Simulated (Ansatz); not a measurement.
A made-up structure of CH₄MgN (charge -1), singlet:

C1  (-1.153, 0.639, -0.438)
Mg2  (2.140, -1.254, 0.615)
N3  (0.612, -0.308, 0.323)
H4  (-1.900, -0.090, -0.778)
H5  (-0.936, 1.295, -1.290)
H6  (-1.642, 1.261, 0.324)
H7  (3.393, -1.744, 1.686)
(Å)

It is relaxed with PBE-D4/def2-SVPD and then PBE0-D4/def2-TZVPD (Ansatz 0.2.0). Atoms count as bonded within 1.22 times the sum of their covalent radii (H–H: 0.88 Å). The end point is not checked to be a true minimum.

**Question.** Does its bonding change? (Judge from chemistry; the calculation decides.)

**Answer.** By the calculation: Yes. Formed: C1–N3; broken: none.

Where it ends: The first stage lowers the energy by 2.90 eV in 8 steps. It ends as CH₄MgN ([CH3][N][MgH]), total charge -1:
```
7
angstrom
C -0.8835 0.4864 -0.3447
Mg 1.7478 -0.9298 0.7764
N 0.2671 -0.1321 0.1476
H -1.6744 -0.2173 -0.7060
H -0.7124 1.1652 -1.2172
H -1.4196 1.1327 0.3944
H 3.1912 -1.7067 1.3911
```

Labels in which every atom is bracketed show which atoms are joined, not bond orders.

For scale, one of the runs: PBE0-D4/def2-TZVPD relaxation, 145 basis functions, launched by `ansatz run in.yaml --threads 2 --pin off --events-out ev --progress --plain --max-ram 4352MiB`. Hardware: 2 CPU threads of an Arm Neoverse V1, shared host. Wall time about 14 s.
